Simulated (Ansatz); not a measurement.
A nudged elastic band was laid between two geometries of CH2F + H2S (7 atoms, charge 0, multiplicity 2).

Computed with UKS BHLYP-D4/cc-pVDZ in Ansatz 0.2.0.

| Item | Value |
| --- | --- |
| movable images | 2 |
| climbing image | no |
| spring | 5.0 eV/Å² |
| optimiser | quadratic models (default) |
| start path | through a guess of the saddle point |
| force threshold | 0.05 eV/Å |
| iteration limit | 60 |
| end points | relaxed |

Image 0:

```xyz
7
Properties=species:S:1:pos:R:3
H 1.339 -2.059 0.482
S 2.286 -1.112 0.344
C -1.309 0.673 -0.386
F -0.385 1.158 0.449
H 1.417 -0.112 0.574
H -1.020 0.673 -1.431
H -2.329 0.778 -0.032
```

Image 3:

```xyz
7
Properties=species:S:1:pos:R:3
H -0.455 -0.836 -0.359
S 2.568 -1.037 0.869
C -0.906 0.159 -0.347
F -0.005 1.050 0.203
H 1.750 0.031 0.736
H -1.140 0.479 -1.365
H -1.812 0.154 0.263
```

(1) What changes between the two ends?

(2) Give the energies along the band, and the barrier.

(3) What is the geometry of the highest image?

Answers

(1) Bonds broken: H1–S2. Bonds formed: H1–C3. CH2F + H2S becomes CH3F + HS.

(2) The forces met the threshold. The highest image is number 2 of 0 to 3, 5.0 kJ/mol above the first end and 72.7 kJ/mol above the last; the last end lies 67.8 kJ/mol below the first. No image climbed, so the highest image needn't sit at the top of the path. A band with more images between the same ends climbed to 0.27 eV, so this one has probably stepped over the top. So few images can step over the top or miss a turn of the path.

```tsv
image	path coordinate (Å)	energy (kJ/mol)	H1–S2 (Å)	H1–C3 (Å)
0	0.00	0.0	1.35	3.90
1	1.18	1.8	1.35	2.76
2	2.36	5.0	2.11	1.29
3	3.55	-67.8	3.27	1.09
```

(3) 
```xyz
7
Properties=species:S:1:pos:R:3:forces:R:3
H -0.075 -0.834 0.063 -2.79 2.60 -0.67
S 1.985 -1.242 0.313 0.20 0.02 0.06
C -0.800 0.190 -0.222 1.07 -1.29 0.32
F -0.247 1.262 0.436 0.30 -0.15 -0.02
H 1.739 0.031 0.687 0.12 0.00 0.04
H -0.711 0.364 -1.304 0.18 -0.19 0.15
H -1.890 0.229 0.027 0.91 -1.00 0.12
```

Run time: 55 s on 2 threads of Arm Neoverse V2 (shared host), peak memory 0.17 GiB.
